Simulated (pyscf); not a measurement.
Four-centre exchange: `[F][Si][F]` [singlet] + `[F][SiH]([F])[F]` -> `[F][Si]([F])([F])[F]` + `[F][SiH]` [singlet]

Gas phase, singlet surface, charge 0. Bonds broken: F1–Si2, Si5–H8. Bonds formed: F1–Si5, Si2–H8. Optimised with ωB97X-D3(BJ)/def2-SVP in PySCF.

Transition state (Å):

```xyz
8

F     -0.7892     0.9774     1.0326
Si     1.1075     1.0945     0.9617
F      1.0649     1.6568    -0.5693
F     -0.5866    -1.5869    -0.9087
Si    -0.9368    -0.6933     0.3904
F     -0.9903    -1.5503     1.7431
F     -2.4615    -0.3444     0.0070
H      0.6853    -0.4887     0.4639
```

One imaginary mode, 98i cm⁻¹; descent along it reached the two sides named, in the forms told below.

| bond | change | reactant side (Å) | saddle | product side |
|---|---|---|---|---|
| F1–Si2 | breaks | 1.657 | 1.902 | 2.071 |
| Si5–H8 | breaks | 1.456 | 1.637 | 1.803 |
| F1–Si5 | forms | 2.8 | 1.796 | 1.691 |
| Si2–H8 | forms | 3.5 | 1.712 | 1.615 |

Electronic energies relative to the separated reactants (kcal/mol):

```csv
level,barrier,reaction energy,reverse barrier
ωB97X-D3(BJ)/def2-TZVP,20.9,+17.5,3.3
PBE/def2-TZVP,21.6,+18.8,2.8
r²SCAN/def2-TZVP,19.8,+17.0,2.8
B3LYP-D3(BJ)/def2-TZVP,24.2,+17.9,6.3
PBE0-D3(BJ)/def2-TZVP,20.6,+17.1,3.4
M06-2X/def2-TZVP,23.0,+16.2,6.7
ωB97M-D3(BJ)/def2-TZVP,23.8,+18.0,5.8
HF/def2-TZVP,37.6,+13.5,24.1
```

With ωB97M-D3(BJ)/def2-TZVP energies and thermal terms (ideal gas, 1 atm, RRHO with modes under 100 cm⁻¹ raised to 100, one conformer, R ln 2 for chiral ones without a mode under 150 cm⁻¹), in kcal/mol:

```csv
T (K),ΔH‡,ΔG‡,ΔH,ΔG
298,24.5,37.0,+17.1,+17.9
600,24.9,49.5,+17.3,+18.7
900,25.4,61.8,+17.4,+19.3
1200,26.0,73.8,+17.5,+19.9
```

On the product side the descent ends in an adduct with a F–Si, H–Si contact, 0.5 kcal/mol over the separated species and 2.9 kcal/mol under the saddle at ωB97X-D3(BJ)/def2-TZVP. What is counted as broken (F–Si, H–Si) persists as a longer contact in the product adduct; parting that adduct is a step of its own. One saddle was located; it need not be the lowest between these sides.
